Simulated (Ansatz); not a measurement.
**What a trial cell of Ba₂Re relaxes into**

The calculation used Ansatz 0.2.0, DFT PBE, scalar-relativistic, plane waves, PAW. Cutoff 420 eV, Γ-centred k mesh, Gaussian smearing, no spin polarisation in the final step.

Ba₂Re was placed on the 2H molybdenite structure type (P6_3/mmc, No. 194), with Re in place of Mo, Ba in place of S, at a guessed volume.

```
Ba Re
1.0
     3.68445    0.00000    0.00000
    -1.84223    3.19083    0.00000
     0.00000    0.00000   14.33100
Ba Re
4 2
Direct
  0.33333 0.66667 0.62750
  0.66667 0.33333 0.12750
  0.33333 0.66667 0.87250
  0.66667 0.33333 0.37250
  0.33333 0.66667 0.25000
  0.66667 0.33333 0.75000
```

Steps on the 6×6×2 mesh (6 atoms). 9 of 10 steps are shown, and the free energy counts from the last. Trial steps that were taken back and renewals of the plane-wave basis can be among the rows.

```
step  ΔF (meV/atom) V (Å³/atom) P (GPa) largest force component (eV/Å)
   1          537.1        28.08    17.92                           3.605
   2           98.7        30.81     4.59                           0.432
   3           42.2        33.03     2.23                           0.222
   4           16.2        34.67     0.17                           0.052
   5           10.1        35.44    -0.26                           0.016
   6            3.7        35.44     0.04                           0.016
   7            0.6        35.41    -0.13                           0.057
   8            0.2        35.59     0.10                           0.049
  10            0.0        35.51    -0.01                           0.003
```

A final relaxation ran on a 12×12×4 mesh. The relaxed crystal, P6_3/mmc (No. 194):

```
Ba Re
1.0
     3.77010    0.00000    0.00000
    -1.88505    3.26500    0.00000
     0.00000    0.00000   17.30966
Ba Re
4 2
Direct
  0.33333 0.66667 0.62242
  0.66667 0.33333 0.12242
  0.33333 0.66667 0.87758
  0.66667 0.33333 0.37758
  0.33333 0.66667 0.25000
  0.66667 0.33333 0.75000
```

```yaml
Volume_per_atom: 35.51 Å³
Density: 7.18 g/cm³
Energy_over_the_elements: 1.26 eV/atom
Gap_on_the_12×12×4_mesh: 0 eV (a metal)
```

The zero of energy is the elements' standard structures at the same level; no fitted shifts are applied.

The final run used a 12×12×4 mesh on its 6-atom cell and 0.10 eV smearing. For metals, differences of a few meV/atom aren't resolved. Spin–orbit coupling is left out.

A structure relaxed within its symmetry needn't be a true minimum.

Cost: 4 runs of about 5.6 core-minutes in all, on Intel Xeon Platinum 8375C (Ice Lake) (shared hosts).